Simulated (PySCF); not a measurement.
# Highest orbital energy against ionisation energy along group 14

Calculated with PySCF 2.14, no spin-orbit coupling. Each cell gives −ε(HOMO) / ΔSCF in eV; NIST values include spin-orbit coupling, (s) semi-empirical, (t) theoretical.

```tsv
species	UHF	LDA	PBE	PBE0	r2SCAN	NIST (lowest levels)
C (def2-TZVPPD, non-relativistic)	11.945 / 10.802	6.097 / 11.682	6.056 / 11.533	7.630 / 11.511	6.553 / 11.667	11.260
Si (def2-TZVPPD, non-relativistic)	8.195 / 7.638	4.544 / 8.233	4.567 / 8.194	5.607 / 8.217	4.899 / 8.315	8.152
Ge (def2-TZVPPD, non-relativistic)	7.889 / 7.435	4.333 / 8.022	4.308 / 7.896	5.352 / 7.939	4.669 / 8.076	7.899
Sn (def2-TZVPPD with the def2 core potential (28 electrons), ECP)	7.262 / 6.851	4.158 / 7.410	4.100 / 7.257	5.021 / 7.304	4.394 / 7.400	7.344
Pb (def2-TZVPPD with the def2 core potential (60 electrons), ECP)	6.935 / 6.566	4.000 / 7.161	3.908 / 6.977	4.788 / 7.015	4.192 / 7.092	7.417
```

Task: How far is −ε(HOMO) from ΔSCF on average for each method, and why?

Result: UHF 0.59 eV; LDA -3.88 eV; PBE -3.78 eV; PBE0 -2.72 eV; r2SCAN -3.57 eV. Hartree-Fock orbital energies lack relaxation and so exceed the ΔSCF value; semilocal functionals have convex E(N) from self-interaction, so their HOMO lies far too high; exact exchange moves hybrids part of the way back.
